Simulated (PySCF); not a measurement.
Species: CHS (doublet state).
SMILES: `[CH]=S`

The calculation used PySCF 2.14.0, PBE0-D3(BJ)/def2-SVP geometry optimisation, gas phase.

Masses are those of the commonest isotopes; rigid-rotor values at the optimised geometry. 

Task: Give the principal moments of inertia and the rotational constants in GHz.

Result: Ia = 0.56, Ib = 24.88, Ic = 25.44 u·Å²; 505379 MHz·u·Å²/I gives 907664, 20311 and 19866 MHz, that is A = 907.66, B = 20.311, C = 19.866 GHz.

Task: What kind of rotor is it?

Result: A near-prolate asymmetric top. Ray's parameter κ = (2B − A − C)/(A − C) = -0.999; −1 is the prolate and +1 the oblate limit.

Task: List the rotational levels J(Ka,Kc) to J = 3 (K).

Result: Above 0(0,0), as E/k:
J = 1: 1(0,1) 1.928, 1(1,1) 44.514, 1(1,0) 44.536
J = 2: 2(0,2) 5.785, 2(1,2) 48.350, 2(1,1) 48.414, 2(2,1) 176.172, 2(2,0) 176.172
J = 3: 3(0,3) 11.569, 3(1,3) 54.102, 3(1,2) 54.230, 3(2,2) 181.957, 3(2,1) 181.957, 3(3,1) 394.941, 3(3,0) 394.941
Those of J = 1 are B + C, A + C and A + B.

Task: Predict some low-J microwave lines.

Result: The dipole components are |μa| = 0.49 D, |μb| = 1.01 D, |μc| = 0.00 D; the mirror of this Cs structure is the ab plane, so μc vanishes by symmetry and there are no c-type lines. Intensities carry the squares of the components, which stand as 0.23 : 1.00 (a : b). Some lines, for components of 0.1 D or more:

```tsv
type	branch	J(Ka,Kc)	MHz	lower level (cm⁻¹)
a	Q	3(1,2) ← 3(1,3)	2667	37.603
a	R	1(0,1) ← 0(0,0)	40177	0.000
a	R	2(1,1) ← 1(1,0)	80799	30.954
a	R	3(0,3) ← 2(0,2)	120531	4.021
a	R	3(2,1) ← 2(2,0)	120533	122.446
a	R	3(1,2) ← 2(1,1)	121199	33.649
b	Q	1(1,0) ← 1(0,1)	887797	1.340
b	Q	2(1,1) ← 2(0,2)	888242	4.021
b	Q	3(1,2) ← 3(0,3)	888909	8.041
b	R	1(1,1) ← 0(0,0)	927530	0.000
b	Q	3(2,1) ← 3(1,2)	2661393	37.692
b	Q	2(2,1) ← 2(1,2)	2663392	33.605
b	Q	3(2,2) ← 3(1,3)	2664059	37.603
b	R	2(2,1) ← 1(1,0)	2742858	30.954
b	R	2(2,0) ← 1(1,1)	2743302	30.939
b	R	3(2,1) ← 2(1,2)	2783925	33.605
b	Q	3(3,0) ← 3(2,1)	4437875	126.466
b	R	3(3,0) ← 2(2,1)	4558407	122.446
```

For this open shell read J as N, the rotation without spin; fine and hyperfine splittings come on top. PBE0-D3(BJ)/def2-SVP frequencies: not computed here. ⟨S²⟩ = 0.756 (exact for a doublet: 0.75). Zero-point vibration and centrifugal distortion are left out.
